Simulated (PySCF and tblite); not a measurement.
Values are calculated unless marked as measured or tabulated.
C₄H₈O, numbered as in [OH:1][CH2:2][CH:3]1[CH2:4][CH2:5]1.

The ensemble was built from 90 distance-geometry starts (ETKDG and KDG, MMFF94s, GFN2-xTB) and rests on GFN2-xTB geometries. Energies: B3LYP-D3(BJ)/6-311G**, with GFN2-xTB thermal terms (plain harmonic). Symmetry numbers and mirror images are counted. Conformers within 2.5 kcal/mol (GFN2-xTB free energy) were kept, 4 at most. Codes: tblite and PySCF.

Torsions listed: H1–O1–C2–C3, O1–C2–C3–C4. Of a mirror pair one member is shown.

```json
{"conformer": "1", "shape": "180°, 90°", "symmetry": "C1 (pair)", "dipole D": "1.44"}
{"conformer": "2", "shape": "54°, -157°", "symmetry": "C1 (pair)", "dipole D": "1.67"}
{"conformer": "3", "shape": "54°, 79°", "symmetry": "C1 (pair)", "dipole D": "1.66"}
{"conformer": "4", "shape": "58°, -42°", "symmetry": "C1 (pair)", "dipole D": "1.54"}
```

Which of these conformers is the most populated at 298.15 K, and with what share?

Conformer 2, about 72 %.

Give the DFT energies and free energies relative to the lowest, and all weights.


| conformer | shape | E(DFT) kcal/mol | G(298.15 K) kcal/mol | weight % |
| --- | --- | --- | --- | --- |
| 1 | 180°, 90° | 1.88 | 1.58 | 5.0 |
| 2 | 54°, -157° | 0.00 | 0.00 | 72.1 |
| 3 | 54°, 79° | 1.23 | 1.08 | 11.6 |
| 4 | 58°, -42° | 1.06 | 1.10 | 11.3 |

How does its share change from 100 K to 450 K?

From 99 % to 56 %; the mixing entropy goes from 1.49 to 3.69 cal/(mol K).
